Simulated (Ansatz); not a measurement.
Results of Hartree–Fock (Ansatz, a first-principles code, PAW) for corundum (α-Al2O3).

Run with plane-wave cutoff 460 eV, 6×6×6 k mesh, Fermi–Dirac smearing 0.01 eV, scalar-relativistic PAW data made under PBE.

Cell (measured lattice):

Space group R-3c, hexagonal axes (No. 167); a = 4.7570 Å, b = 4.7570 Å, c = 12.9877 Å, α = 90.00°, β = 90.00°, γ = 120.00°

```csv
atom,site,symmetry,x,y,z
Al,12c,3.,0.0000,0.0000,0.1478
O,18e,.2,0.3062,0.3062,0.2500
```
(The calculation used a cell of 10 atoms; values per cell refer to that cell.)

Problem. Estimate the band gap that the calculation returns.

Solution. 
- band gap: 17.58 eV (on the SCF k mesh) (direct)

Note: cell and atoms aren't relaxed at this level (largest force component 0.03 eV/Å, pressure -5.4 GPa).

Computed values are for the static lattice.
